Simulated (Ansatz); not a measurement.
# BFH3N (SMILES NBF): single points off equilibrium

The atoms stand at a structure displaced at random from a GFN2-xTB minimum. How far do the functionals agree with CCSD(T) there?

Computed with Ansatz 0.2.0, Gaussian basis. Level: single points in def2-TZVPP.

Cores are frozen in the correlated methods.

**1. The starting structure**

SMILES `NBF`, 6 atoms, charge 0, spin multiplicity 1.

Atoms are counted from 1 here; the program's logs count them from 0.

Bond lengths: N1–B2 1.488 Å, N1–H4 0.981 Å, N1–H5 0.951 Å, B2–F3 1.241 Å, B2–H6 1.137 Å. Angles: B2–N1–H4 128.7°, B2–N1–H5 124.6°, H4–N1–H5 105.8°, N1–B2–F3 117.0°, N1–B2–H6 118.3°, F3–B2–H6 124.0°.

Geometry (Å):

```xyz
6
BFH3N
N    -0.40510    0.12240   -0.61100
B     0.37180   -0.22240    0.61030
F     0.29330    0.56260    1.56800
H    -0.60220   -0.43870   -1.39120
H    -0.95470    0.89370   -0.70150
H     1.10770   -1.08720    0.55480
```

**2. CCSD(T)/def2-TZVPP**

run/in.yaml reads:

```yaml
crystal:
  periodic: [false, false, false]
  atoms:
    - {symbol: N, position_ang: [-0.405100, 0.122400, -0.611000]}
    - {symbol: B, position_ang: [0.371800, -0.222400, 0.610300]}
    - {symbol: F, position_ang: [0.293300, 0.562600, 1.568000]}
    - {symbol: H, position_ang: [-0.602200, -0.438700, -1.391200]}
    - {symbol: H, position_ang: [-0.954700, 0.893700, -0.701500]}
    - {symbol: H, position_ang: [1.107700, -1.087200, 0.554800]}
basis:
  gaussian: {orbitals: def2-TZVPP}
correlation: {method: ccsd_t}
output: {forces: true}
```

Run with:

```
ansatz run in.yaml --threads 4 --pin off --events-out ev --progress --plain --max-ram 5222MiB
```

**3. PBE0-D4/def2-TZVPP**

run/in.yaml, as its differences from that of step 2:

```diff
@@ -11,3 +11,3 @@
   gaussian: {orbitals: def2-TZVPP}
-correlation: {method: ccsd_t}
-output: {forces: true}
+hamiltonian: {xc: pbe0, dispersion: d4}
+output: {forces: true, orbitals: {seedname: orbitals}}
```

**4. wB97M-V/def2-TZVPP**

run/in.yaml, as its differences from that of step 3:

```diff
@@ -11,3 +11,3 @@
   gaussian: {orbitals: def2-TZVPP}
-hamiltonian: {xc: pbe0, dispersion: d4}
-output: {forces: true, orbitals: {seedname: orbitals}}
+hamiltonian: {xc: {name: wB97M-V}}
+output: {forces: true}
```

**5. r2SCAN-D4/def2-TZVPP**

run/in.yaml, as its differences from that of step 4:

```diff
@@ -11,3 +11,3 @@
   gaussian: {orbitals: def2-TZVPP}
-hamiltonian: {xc: {name: wB97M-V}}
+hamiltonian: {xc: r2scan, dispersion: d4}
 output: {forces: true}
```

**6. PBE-D4/def2-TZVPP**

run/in.yaml, as its differences from that of step 5:

```diff
@@ -11,3 +11,3 @@
   gaussian: {orbitals: def2-TZVPP}
-hamiltonian: {xc: r2scan, dispersion: d4}
+hamiltonian: {xc: pbe, dispersion: d4}
 output: {forces: true}
```

**7. revPBE-D4/def2-TZVPP**

run/in.yaml, as its differences from that of step 6:

```diff
@@ -11,3 +11,3 @@
   gaussian: {orbitals: def2-TZVPP}
-hamiltonian: {xc: pbe, dispersion: d4}
+hamiltonian: {xc: {name: revPBE}, dispersion: d4}
 output: {forces: true}
```

**8. r2SCANh-D4/def2-TZVPP**

run/in.yaml, as its differences from that of step 7:

```diff
@@ -11,3 +11,3 @@
   gaussian: {orbitals: def2-TZVPP}
-hamiltonian: {xc: {name: revPBE}, dispersion: d4}
+hamiltonian: {xc: {name: r2SCANh}, dispersion: d4}
 output: {forces: true}
```

(Steps that only read results are left out.)

Q: Predict the outcome of this session. Wanted: energy less free atoms, CCSD(T)/def2-TZVPP; RMS force component; RMS force error; HOMO and LUMO, PBE0-D4; T1 diagnostic.

**Answer**, as computed:

| quantity | value |
| --- | --- |
| energy less free atoms, CCSD(T)/def2-TZVPP | -23.020 eV |
| RMS force component | 2.347 to 2.545 eV/Å over the methods |
| RMS force error | PBE0-D4 0.129, wB97M-V 0.042, r2SCAN-D4 0.071, PBE-D4 0.166, revPBE-D4 0.201, r2SCANh-D4 0.118 eV/Å |
| HOMO and LUMO, PBE0-D4 | -7.93 and 0.73 eV |
| T1 diagnostic | 0.012 |

In words: Against CCSD(T) the functionals' energies less atoms differ by -1.188 to -0.479 eV, PBE-D4 by -1.188 eV. The reference is not at the basis limit: in triple zeta CCSD(T) underbinds, which counts against methods that bind more; the gaps are no ranking. The forces of wB97M-V come nearest to CCSD(T), those of revPBE-D4 are farthest. Frozen-core CCSD(T) forces in triple zeta carry basis errors of their own, and this is one geometry, so small gaps rank nothing.
